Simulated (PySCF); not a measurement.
An excited-state job on `C[C@@H]1CCCS1` (2-methyltetrahydrothiophene).

Method: TDDFT CAM-B3LYP/def2-SVPD, vertical, gas phase, core orbitals frozen in the response (PySCF 2.14.0, density-fitted response routines). Geometry: GFN2-xTB. A driver script takes a list of jobs; this job's settings line and coordinates (Å) are shown.

Input:
```
{"job": {"kind": "uv", "xc": "CAM-B3LYP", "basis": "def2-SVPD", "nstates": 8, "ntriplets": 3}, "charge": 0, "multiplicity": 1}
C      2.175924     0.090458     0.016525
C      0.811739     0.163687     0.676699
C     -0.143982    -0.935411     0.224235
C     -1.559609    -0.427704     0.466876
C     -1.614552     0.951561    -0.166940
S     -0.031376     1.754915     0.264534
H      2.077542     0.174317    -1.063523
H      2.654955    -0.857974     0.253632
H      2.810935     0.899952     0.367308
H      0.919531     0.153586     1.765069
H     -0.001167    -1.121271    -0.842950
H      0.053904    -1.861304     0.765677
H     -1.744721    -0.349573     1.540251
H     -2.310001    -1.088245     0.030505
H     -2.425346     1.569752     0.212443
H     -1.681375     0.892197    -1.254270
```

Output:
```
coarse grid: 13256 points
cycle   1  E = -594.2822567786  dE =  7.467e-01  |g| = 2.734e-01  |ddm| = 5.695e+00
cycle   2  E = -594.2986972098  dE = -1.644e-02  |g| = 1.909e-01  |ddm| = 9.479e-01
cycle   3  E = -594.3079658523  dE = -9.269e-03  |g| = 2.858e-02  |ddm| = 3.988e-01
cycle   4  E = -594.3081905684  dE = -2.247e-04  |g| = 1.105e-02  |ddm| = 6.906e-02
cycle   5  E = -594.3082204872  dE = -2.992e-05  |g| = 3.129e-03  |ddm| = 2.716e-02
cycle   6  E = -594.3082233354  dE = -2.848e-06  |g| = 8.595e-04  |ddm| = 8.965e-03
final grid: 121512 points
cycle   7  E = -594.3861732387  dE = -3.819e-05  |g| = 4.123e-03  |ddm| = 8.016e-02
cycle   8  E = -594.3861732590  dE = -2.031e-08  |g| = 4.210e-03  |ddm| = 1.682e-02
cycle   9  E = -594.3861778026  dE = -4.544e-06  |g| = 3.089e-04  |ddm| = 7.706e-03
cycle  10  E = -594.3861778244  dE = -2.185e-08  |g| = 1.665e-04  |ddm| = 9.752e-04
cycle  11  E = -594.3861778314  dE = -7.011e-09  |g| = 2.093e-05  |ddm| = 3.807e-04
cycle  12  E = -594.3861778316  dE = -1.523e-10  |g| = 7.542e-06  |ddm| = 7.869e-05
converged SCF energy = -594.3861778316

Static polarisability (au): isotropic 77.767, principal 66.651 79.903 86.748

Singlet excitations
state   eV       nm        f      main configurations
  1   5.1457    240.9   0.00017   H->L+1 0.63, H->L+4 0.11, H->L 0.09
  2   6.0118    206.2   0.03323   H->L 0.72, H->L+1 0.09, H->L+3 0.09
  3   6.3408    195.5   0.00377   H->L+2 0.45, H->L+3 0.33, H->L+5 0.08
  4   6.5167    190.3   0.02666   H->L+3 0.42, H->L+2 0.41, H->L+4 0.09
  5   7.0756    175.2   0.01095   H->L+4 0.42, H->L+1 0.21, H->L+9 0.10
  6   7.4259    167.0   0.00701   H->L+5 0.78
  7   7.6718    161.6   0.01046   H->L+4 0.27, H->L+9 0.25, H->L+7 0.21
  8   7.7799    159.4   0.01025   H->L+6 0.73, H->L+10 0.12

Triplet excitations (Tamm-Dancoff, eV): 4.7169 5.7147 5.8871
```

The SCF starts on a coarse grid where the log names one; the energy can jump when the final grid takes over, and dE then counts from the start density on the new grid. H and L stand for HOMO and LUMO; the number after each pair is its weight.

Task: Give S1 in cm⁻¹ and kJ/mol.

Result: 5.1457 eV × 8065.54 = 41503 cm⁻¹; × 96.485 = 496.5 kJ/mol.

Task: Which computed singlet has the largest oscillator strength, and what do all of them sum to?

Result: State 2 at 6.01 eV (206 nm), f = 0.033; the 8 states sum to 0.103.

In short: HOMO -7.48 eV, LUMO 1.31 eV; lowest singlet 5.15 eV; lowest triplet 4.72 eV (Tamm–Dancoff); mean polarisability 77.8 au.

Task: Estimate the wall time. Hardware: an Arm Neoverse V1 with one thread (shared host).

Result: About 37 s.

One conformer stands for the species.
Labels such as C1 count atoms from 1, the log's own numbers from 0.
